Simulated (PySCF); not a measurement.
Telling isomers of C4H5FO apart by NMR

Theory: shielding tensors at PBE0/pcSseg-1 (GIAO), couplings computed with B3LYP/pcJ-1 (spin–dipole term left out of most H,H and C,H couplings), geometry: GFN2-xTB, in PySCF (single conformer, non-relativistic, one averaged value for each set of equivalent atoms, gas phase).

Referencing at the same level of theory: 1H (31.72 ppm) and 13C (186.93 ppm) vs TMS. Multiplet labels drop J under 1 Hz and among equivalent protons, and merge close values. Unscaled 3J(H,H) run several per cent high. Vicinal couplings that depend on rotamer populations or ring flexing (ring, CH–CH, X–H and H–F types) are those of the one conformer. One-bond C–F couplings are unscaled and too large by tens of Hz. Shifts are as computed. Against solution values, carbons near 30 ppm lie about +3 ppm off and those near 130 ppm about +5 ppm. Of 1211 compounds with measured shifts, 218 miss one by over three times the rms of a fit or turn the order of signals round; such compounds aren't used in these exercises.

(1) Tabulate the signals of `C=CCC(=O)F`, `O=C(F)C1CC1` and their relative energies.

(2) What is the quickest way to tell C=CCC(=O)F from O=C(F)C1CC1?

Results:

(1) 
```json
{"SMILES": "C=CCC(=O)F", "carbon types": "1×C 1×CH 2×CH2", "δC": "170.8, 138.1, 126.4, 40.4", "δH": "6.35 (ddt, 1H), 5.61 (ddt, 1H), 5.53 (dtd, 1H), 3.35 (ddt, 2H)", "E rel. (kcal/mol)": "1.8"}
{"SMILES": "O=C(F)C1CC1", "carbon types": "1×C 1×CH 2×CH2", "δC": "175.7, 14.2, 12.6", "δH": "1.65 (m, 1H), 1.18 (m, 2H), 1.12 (m, 2H)", "E rel. (kcal/mol)": "0.0"}
```

Energies are electronic energies at PBE0/pcSseg-1 on these geometries, without zero-point or thermal terms, each for the one conformer computed, which needn't be the lowest.

(2) Count the carbon signals: 4 against 3. The first has an alkene CH at 138.1 ppm, the second a three-membered-ring carbon (CH) at 12.6 ppm. Their most deshielded carbons lie at 170.8 and 175.7 ppm. In the proton spectra the most deshielded non-exchanging signals are 6.35 (ddt, J = 18.0, 11.8, 7.5 Hz, 1H) and 1.65 (m, 1H).
